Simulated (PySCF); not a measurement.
Compound: C₅H₇Cl.
Numbering: `[Cl:1][C@@H:2]1[CH2:3][C:4]12[CH2:5][CH2:6]2` (hydrogens: H7 on C2; H8, H9 on C3; H10, H11 on C5; H12, H13 on C6)

The same species was optimised twice, with GFN2-xTB and with PBE0-D3(BJ)/def2-SVP (PySCF), and the same property calculations (PySCF, gas phase) were run on both structures.

```
   coordinate  GFN2-xTB  PBE0-D3(BJ)/def2-SVP  change
    C4–C6 (Å)     1.479                 1.475  -0.004
    C2–C4 (Å)     1.473                 1.469  -0.004
    C5–C6 (Å)     1.511                 1.515  +0.004
    C4–C5 (Å)     1.481                 1.479  -0.002
    C3–C4 (Å)     1.482                 1.482   0.000
   Cl1–C2 (Å)     1.762                 1.763  +0.001
    C2–C3 (Å)     1.511                 1.511   0.000
 C2–C4–C6 (°)     137.2                 135.1    -2.1
 C3–C4–C5 (°)     138.6                 140.2    +1.6
Cl1–C2–C3 (°)     118.6                 119.6    +1.0
 C5–C4–C6 (°)      61.4                  61.7    +0.3
 C4–C5–C6 (°)      59.2                  59.0    -0.2
 C2–C3–C4 (°)      59.0                  58.8    -0.2
 C2–C4–C3 (°)      61.5                  61.6    +0.1
 C3–C4–C6 (°)     137.8                 137.7    -0.1
```

Rotational constants: A = 5992, B = 1931, C = 1692 MHz (GFN2-xTB) against A = 5887, B = 1961, C = 1706 MHz (PBE0-D3(BJ)/def2-SVP). Point groups within 0.08 Å: C1 and C1. Atoms that the bonding makes alike are paired by their places after alignment.

On the GFN2-xTB structure: lowest singlet, TDDFT (eV) 6.80 [PBE0/def2-SVPD]; lowest triplet, Tamm–Dancoff (eV) 6.16 [PBE0/def2-SVPD]; isotropic polarisability (au) 69.8 [PBE0/def2-SVPD]; HOMO (eV) -7.69 [PBE0/def2-SVPD]; LUMO (eV) 0.66 [PBE0/def2-SVPD]; dipole (D) 2.15 [PBE0/def2-SVPD]; HOMO (eV) -7.65 [PBE0/pcSseg-1]; LUMO (eV) 0.97 [PBE0/pcSseg-1]; dipole (D) 2.07 [PBE0/pcSseg-1]; GIAO shielding of Cl1 (ppm) 830.2 [PBE0/pcSseg-1]; GIAO shielding of C2 (ppm) 143.3 [PBE0/pcSseg-1]; GIAO shielding of C3 (ppm) 167.0 [PBE0/pcSseg-1]; GIAO shielding of C4 (ppm) 168.0 [PBE0/pcSseg-1]; GIAO shielding of C5 (ppm) 174.9 [PBE0/pcSseg-1]; GIAO shielding of C6 (ppm) 177.4 [PBE0/pcSseg-1].

**Question.** What do these properties become on the PBE0-D3(BJ)/def2-SVP structure?

**Answer.** 
```tsv
property	level	on GFN2-xTB	on PBE0-D3(BJ)/def2-SVP	change
lowest singlet, TDDFT (eV)	PBE0/def2-SVPD	6.80	6.78	-0.02
lowest triplet, Tamm–Dancoff (eV)	PBE0/def2-SVPD	6.16	6.14	-0.02
isotropic polarisability (au)	PBE0/def2-SVPD	69.8	70.4	+0.6
HOMO (eV)	PBE0/def2-SVPD	-7.69	-7.70	-0.01
LUMO (eV)	PBE0/def2-SVPD	0.66	0.63	-0.03
dipole (D)	PBE0/def2-SVPD	2.15	2.10	-0.05
energy, GFN2-xTB geometry as zero (kcal/mol)	PBE0/def2-SVPD	0.0	-0.4	-0.4
HOMO (eV)	PBE0/pcSseg-1	-7.65	-7.66	-0.01
LUMO (eV)	PBE0/pcSseg-1	0.97	0.93	-0.04
dipole (D)	PBE0/pcSseg-1	2.07	2.02	-0.05
energy, GFN2-xTB geometry as zero (kcal/mol)	PBE0/pcSseg-1	0.0	-0.2	-0.2
GIAO shielding of Cl1 (ppm)	PBE0/pcSseg-1	830.2	829.2	-1.0
GIAO shielding of C2 (ppm)	PBE0/pcSseg-1	143.3	141.9	-1.4
GIAO shielding of C3 (ppm)	PBE0/pcSseg-1	167.0	165.1	-1.9
GIAO shielding of C4 (ppm)	PBE0/pcSseg-1	168.0	167.7	-0.3
GIAO shielding of C5 (ppm)	PBE0/pcSseg-1	174.9	172.7	-2.2
GIAO shielding of C6 (ppm)	PBE0/pcSseg-1	177.4	175.2	-2.2
```

The heavy atoms differ by 0.022 Å rms after alignment. Among bonds between heavy atoms C2–C4, C4–C6 and C5–C6 change most and about equally (-0.004 to +0.004 Å). Changes are differences of the printed values. Neither structure is proved a minimum here.
